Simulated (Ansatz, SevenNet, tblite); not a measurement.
# How well does each level of theory give the lattice constant a of CaB6-type CaB6?

Reference value: 4.151 Å (measured, temperature not stated, not corrected to a static lattice; as tabulated in Singh (2010), arXiv:1009.1807).

```
level (code)         value (Å)  difference (%)
-------------------  ---------  --------------
GFN1-xTB (tblite)        4.237           +2.07
SevenNet-l3i5            4.148           -0.07
LDA (Ansatz)             4.089           -1.49
PBE (Ansatz)             4.148           -0.07
PBE-D3(BJ) (Ansatz)      4.116           -0.84
r²SCAN (Ansatz)          4.137           -0.34
HSE06 (Ansatz)           4.135           -0.39
```

The reference's temperature isn't stated, so close values are not ranked against it.

The reference isn't brought to a static lattice, while the calculations are for one, so the differences are not the levels' errors alone. A static lattice is as a rule a little smaller than the measured one.  GFN1-xTB: the method was fitted mainly to molecules. GFN1-xTB: the run uses a supercell at the zone centre in place of a k mesh. LDA, PBE, r²SCAN: the gap of the solid is closed in this run. Cutoffs and k meshes differ between the levels. Ansatz's density-functional and Hartree–Fock values are scalar-relativistic unless marked +SOC, with PAW data made under PBE.

Machine-learned potentials (SevenNet-l3i5) are trained on DFT data: a solid inside that data is no test of them.

Differences are worked out from the printed values.

Ansatz is a first-principles code.
